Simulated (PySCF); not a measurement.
**H₂S at several levels of theory**

All levels use the PBE0 minimum (singlet; S–H 1.341 Å (×2); H–S–H 92.3°), basis [S def2-TZVP, H def2-TZVP], no relativity, density fitting, no spin–orbit coupling, PySCF. For vertical energies the ionised species is a doublet (spins chosen at PBE0 and kept). Atomisation goes to high-spin ground-configuration atoms, without zero-point energy. Open shells are unrestricted, also as the reference of the correlated levels. A dash marks a value that was not computed or is not defined at that level.

| level | atomisation (kJ/mol) | vertical IP (eV) | −ε(HOMO) (eV) | gap (eV) | dipole (D) |
| --- | --- | --- | --- | --- | --- |
| PBE0 | 749 | 10.33 | 7.48 | 8.07 | 1.16 |
| CCSD(T) | ? | ? | – | – | – |
| HF | 538 | 9.19 | 10.44 | 14.10 | 1.17 |
| PBE | 759 | 10.35 | 6.19 | 5.76 | 1.13 |
| r2SCAN | ? | ? | ? | ? | ? |
| B3LYP | 758 | 10.41 | 7.23 | 7.52 | 1.11 |
| TPSSh | 768 | 10.32 | 6.81 | 6.94 | 1.14 |
| MP2 | 715 | 10.28 | – | – | – |
| M06-2X | 758 | 10.42 | 8.69 | 10.23 | 1.14 |
| LC-wPBE | 739 | 10.40 | 10.33 | 13.32 | 1.21 |

(1) Fill in the row of CCSD(T).

(2) Fill in the row of r2SCAN.

## Answers

(1) atomisation (kJ/mol) 726, vertical IP (eV) 10.27.

(2) atomisation (kJ/mol) 759, vertical IP (eV) 10.31, −ε(HOMO) (eV) 6.48, gap (eV) 6.40, dipole (D) 1.18.

For H₂S itself CCSD(T) correlates 8 electrons; T1 = 0.010, D1 = 0.018, (T) = -19 kJ/mol.
